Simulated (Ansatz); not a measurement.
Polycrystal shear modulus of antifluorite Mg₂Si at several levels of theory

No measured value is used here.

```json
[
 {"level (code)": "LDA (Ansatz)", "value (GPa)": "49.0", "cell (Å³/atom)": "20.44"},
 {"level (code)": "PBE (Ansatz)", "value (GPa)": "45.6", "cell (Å³/atom)": "21.49"},
 {"level (code)": "PBEsol (Ansatz)", "value (GPa)": "46.7", "cell (Å³/atom)": "21.10"},
 {"level (code)": "HSE06 (Ansatz)", "value (GPa)": "…", "cell (Å³/atom)": "21.21"}
]
```

Question: Some entries are withheld; supply them.

Answer: 
- HSE06 (Ansatz, a quantum-chemistry and plane-wave program), value (GPa): 49.8

Each level is taken at its own relaxed cell. K meshes differ between the levels. Ansatz's density-functional and Hartree–Fock values are scalar-relativistic unless marked +SOC, with PAW data made under PBE.
